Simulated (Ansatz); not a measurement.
Geometry optimisation, UKS B3LYP-D4/def2-SVP in Ansatz.

Input:

```yaml
crystal:
  periodic: [false, false, false]
  atoms:
    - { symbol: B, position_ang: [-0.001079, 0.030192, -0.097559] }
    - { symbol: H, position_ang: [-0.035867, -0.040865, 1.10396] }
    - { symbol: C, position_ang: [1.393198, 0.065142, -0.808938] }
    - { symbol: H, position_ang: [1.6734, -1.004698, -0.92709] }
    - { symbol: H, position_ang: [1.376555, 0.490555, -1.825917] }
    - { symbol: H, position_ang: [2.205837, 0.522651, -0.223043] }
    - { symbol: C, position_ang: [-1.375975, -0.005287, -0.85089] }
    - { symbol: H, position_ang: [-1.957691, -0.892713, -0.537091] }
    - { symbol: H, position_ang: [-1.989055, 0.855062, -0.519397] }
    - { symbol: H, position_ang: [-1.318206, 0.011412, -1.950361] }
    - { symbol: H, position_ang: [0.028881, -0.031552, 2.964826] }
magnetization:
  spin_polarized: true
  initial_magnetization: 1
basis:
  gaussian: { orbitals: def2-SVP }
hamiltonian:
  xc: b3lyp
  dispersion: d4
relax:
  f_tol: 0.03
  max_steps: 50
```

Run as:

```bash
$ ansatz run input.yaml --threads 2 --pin off --max-ram 3072MiB --backend cpu --events-out ev --progress --plain --runs-dir out
```

Task: Where does it end, and by what steps?

Result: It converged. The force dipped under the threshold on the way, but the program's further checks kept it going. After 10 steps the energy has fallen by 0.021 eV; H11 moved furthest, 0.63 Å.

```
step  energy less start (eV)  largest force component (eV/Å)  accepted
   0                  0.0000                           0.466       yes
   1                 -0.0054                           0.148       yes
   2                 -0.0087                           0.123       yes
   3                 -0.0122                           0.077       yes
   4                 -0.0177                           0.076       yes
   5                 -0.0197                           0.035       yes
   6                 -0.0203                           0.030       yes
   7                 -0.0206                           0.029       yes
   8                 -0.0208                           0.053       yes
   9                 -0.0205                           0.096        no
  10                 -0.0211                           0.009       yes
```

```xyz
11
Properties=species:S:1:pos:R:3
B -0.007 -0.035 -0.165
H -0.016 -0.153 1.045
C 1.380 0.091 -0.881
H 1.789 -0.942 -0.907
H 1.341 0.446 -1.922
H 2.119 0.678 -0.311
C -1.384 -0.024 -0.910
H -2.112 -0.737 -0.488
H -1.819 0.979 -0.716
H -1.330 -0.148 -2.003
H 0.038 -0.155 3.586
```

Time of the run: 20 s on 2 threads of Arm Neoverse V2, on a shared host, peak memory 0.18 GiB.
